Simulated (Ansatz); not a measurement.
Fluorite SrCl₂, treated with PBEsol-D3(BJ) (PAW; Ansatz, a quantum-chemistry and plane-wave program).

Numerical settings: plane-wave cutoff 520 eV, 8×8×8 k mesh, Fermi–Dirac smearing 0.01 eV, scalar-relativistic PAW data made under PBE.

Properties against volume:

```csv
V (Å³/atom),P (GPa),direct gap at Γ (eV),smallest gap on the k mesh (eV)
24.938,2.97,6.011,5.242
25.469,1.87,5.921,5.267
25.999,0.89,5.834,5.290
26.530,0.01,5.749,5.310
27.061,-0.78,5.667,5.309
27.591,-1.49,5.587,5.236
28.122,-2.12,5.509,5.166
```

The fundamental gap (5.31 eV at the equilibrium volume, with added k points) lies elsewhere than Γ–Γ.

Measured, for comparison: band gap 7.5 eV (temperature not stated, not corrected to a static lattice; as tabulated in Aguado et al. (1999), arXiv:cond-mat/9901145).

Spin–orbit coupling is not included.
